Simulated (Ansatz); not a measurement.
# AlBH (doublet): PBE0, B3LYP, CAM-B3LYP over a scan of the angle Al2–B1–H3, 6-31G

How well do these functionals follow the top wave-function level for AlBH (doublet) over a scan of the angle Al2–B1–H3?

Computed with Ansatz 0.2.0, Gaussian basis. Level: 6-31G, all electrons in the functionals.

The runs, in order: PBE0, B3LYP, CAM-B3LYP, at 71.3°; 88.2°; 103.7°; 118.8°; 136.6°; 161.2°; 167.9°; 180.0°.

12 further runs of the same task are left out: 11 that didn't finish, 1 set aside as unsound or not needed.

### 1 The geometry

The geometry derives from a PBE0/def2-TZVP stationary point (not a proven minimum). One angle is set to the value named; bond lengths are kept.

3 atoms, charge 0, spin multiplicity 2.

Atoms are counted from 1 here; the program's logs count them from 0.

Bond lengths: B1–Al2 2.120 Å, B1–H3 1.196 Å. Angles: Al2–B1–H3 167.9°.

Geometry (Å):

```xyz
3
AlBH
B     0.00000   -0.09198    0.31434
Al    0.00000   -0.03335   -1.80504
H     0.00000    0.12533    1.49070
```

No dispersion term is added. B3LYP takes the VWN-RPA correlation.

The geometry shown and the zero of energy belong to the point 167.9°. The yardstick, FCI, and other wave-function levels (R restricted, U unrestricted, valence and pair active spaces) come from earlier runs.

### 2 PBE0, 71.3°

Input file in.yaml:

```yaml
crystal:
  periodic: [false, false, false]
  atoms:
    - {symbol: B, position_ang: [0.000000, -1.154499, 0.933389]}
    - {symbol: Al, position_ang: [0.000000, 0.467493, -0.432016]}
    - {symbol: H, position_ang: [0.000000, -0.131351, 1.553251]}
basis:
  gaussian: {orbitals: 6-31G}
magnetization: {spin_polarized: true, initial_magnetization: 1}
hamiltonian: {xc: {name: PBE0}}
output: {forces: true, orbitals: {seedname: orbitals}}
```

Command:

```console
> ansatz run in.yaml --threads 1 --pin off --events-out ev --progress --plain --max-ram 2393MiB
```

The runs that follow: PBE0, 88.2°; PBE0, 103.7°; PBE0, 118.8°; PBE0, 136.6°; PBE0, 161.2°; PBE0, 167.9°; PBE0, 180.0°; B3LYP, 71.3°; B3LYP, 88.2°; B3LYP, 103.7°; B3LYP, 118.8°; B3LYP, 136.6°; B3LYP, 161.2°; B3LYP, 167.9°; B3LYP, 180.0°; CAM-B3LYP, 71.3°; CAM-B3LYP, 88.2°; CAM-B3LYP, 103.7°; CAM-B3LYP, 118.8°; CAM-B3LYP, 136.6°; CAM-B3LYP, 161.2°; CAM-B3LYP, 167.9°; CAM-B3LYP, 180.0°.

Before running them: what should the planned runs give, taken together? Wanted: span of the FCI curve; largest miss, PBE0; largest miss, B3LYP; largest miss, CAM-B3LYP.

As calculated:

| quantity | value |
| --- | --- |
| span of the FCI curve | 16.2 kcal/mol |
| largest miss, PBE0 | +4.5 kcal/mol (71.3°) |
| largest miss, B3LYP | +5.4 kcal/mol (71.3°) |
| largest miss, CAM-B3LYP | +7.4 kcal/mol (71.3°) |

Of the functionals, PBE0 keep the smallest largest miss at the points compared (at most 4.5 kcal/mol) and CAM-B3LYP strays most (7.4 kcal/mol, at 71.3°). PBE0 clearly breaks the spin symmetry at some points (⟨S²⟩ up to 0.44 above the pure value), so energy there is bought with a mixed spin. Functionals and the yardstick converge differently with the basis, so part of each miss in 6-31G is the basis.
